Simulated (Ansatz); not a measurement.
**P2H4 (diphosphine): methods side by side**

P2H4: 6 atoms, total charge 0, spin state singlet. SMILES: `PP`. Geometry: relaxed at PBE0-D4/def2-TZVP. This is one conformer, not always the lowest.

```xyz
6

P     0.3651   -1.0488   -0.0823
P    -0.3652    1.0491    0.0781
H    -0.4970   -1.5216    0.9450
H    -0.5721   -1.3929   -1.0949
H     0.5028    1.5246   -0.9429
H     0.5664    1.3896    1.0970
```

Each level gives the energy change with the P2–H5 bond stretched from 1.422 to 2.844 Å (eV). The values are calculated.

```
                      level                    kind  program  value (eV)  less FCI/STO-3G  CPU time (all runs)
     HF/STO-3G (restricted)            Hartree–Fock   Ansatz        7.75            +3.74               0.21 s
 revPBE/STO-3G (restricted)                     GGA   Ansatz        5.04            +1.03                3.1 s
 r2SCAN/STO-3G (restricted)                meta-GGA   Ansatz        5.50            +1.49                5.7 s
  B3LYP/STO-3G (restricted)           global hybrid   Ansatz        5.61            +1.60                2.2 s
  wB97X/STO-3G (restricted)  range-separated hybrid   Ansatz        6.52            +2.51                9.5 s
 B2PLYP/STO-3G (restricted)           double hybrid   Ansatz        5.51            +1.50                2.7 s
RPA@PBE/STO-3G (restricted)                     RPA   Ansatz        4.83            +0.82                4.1 s
   CCSD/STO-3G (restricted)   coupled cluster or CI   Ansatz        4.05            +0.04               0.27 s
                 FCI/STO-3G      exact in the basis   Ansatz        4.01             0.00                4.2 s
```

FCI/STO-3G is exact within its basis and frozen core, so for wave-function methods in that basis the difference is their error; functionals converge differently with the basis, so for them it is only a difference. Spin-restricted single references rise too steeply as a bond breaks, Hartree–Fock most of all. Perturbation and coupled-cluster corrections on them can overshoot downwards. The first shape isn't each level's own minimum. The values span 4.01 to 7.75 eV. All rows use very small basis sets, so even the best lies far from the true value. Times are those of the runs behind each value, whatever else they computed, on shared processors of several kinds: orders of magnitude only.
